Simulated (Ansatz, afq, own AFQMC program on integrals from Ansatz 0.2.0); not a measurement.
## Zr, triplet in def2-TZVPP, levels against full CI

A free Zr atom.

Basis def2-TZVPP with its core potentials. Noble-gas cores (and the filled d shells of Ga–Kr and In–Xe) are frozen. Ansatz 0.2.0 and our own AFQMC program on the same integrals; the CISD trial comes from CCSD amplitudes, and released means the phaseless constraint is let go. ± is one standard error of the sampling. No spin–orbit coupling. The metal's outer-core s and p shells are frozen, which shifts wave-function levels against functionals.

Determinant: UHF, the one that the program's search chose, which needn't be the lowest solution.

Full CI on the same integrals is exact in this basis and with this determinant's frozen core.

Cautions: no spin-orbit coupling; outer-core shells of the metal frozen.

- T1 diagnostic: 0.0275
- weight of the determinant in the CISD state: 0.905
- ⟨S²⟩ of the determinant: 2.016
- size of the correlated space: 4 electrons in 52 orbitals

```json
{"level": "MP2", "correlation energy (eV)": "-1.2163"}
{"level": "CCSD", "correlation energy (eV)": "-1.5531"}
{"level": "CCSD(T)", "correlation energy (eV)": "-1.6332"}
```

**Question.** Estimate where phaseless AFQMC with the Hartree–Fock trial lies against CCSD(T) on the same integrals.

**Answer.** 2.66 ± 0.37 kcal/mol above CCSD(T).

Reference: full CI, correlation energy -1.669 eV. The released energy is read at 4.20 1/Eh (meV from the phaseless value at times in 1/Eh: -6.6 ± 1.5 at 0.60, -12.1 ± 0.9 at 1.20, -14.0 ± 1.5 at 2.00, -18.4 ± 2.0 at 3.00, -16 ± 6 at 4.20).

```tsv
level	E − E(reference) (kcal/mol)	share of correlation (%)
CCSD(T)	0.82	97.88
CCSDT	0.09	99.77
CCSDT(Q)	0.02	99.94
ph-AFQMC/HF	3.48 ± 0.37	90.97
ph-AFQMC/CISD	0.67 ± 0.05	98.27
released AFQMC	0.31 ± 0.14	99.20
```

CCSDT and higher add their correlation energy to the determinant of the CCSD(T) run, since their own runs factorise the integrals more tightly (a shift of under 2 meV). A walk keeps the symmetry of its determinant, which the program's search chose and which needn't be the lowest solution, so a lower state of the same spin and another symmetry isn't excluded. Released energies are given only where the last usable release times agree within the noise; a slower fall can still hide under it.
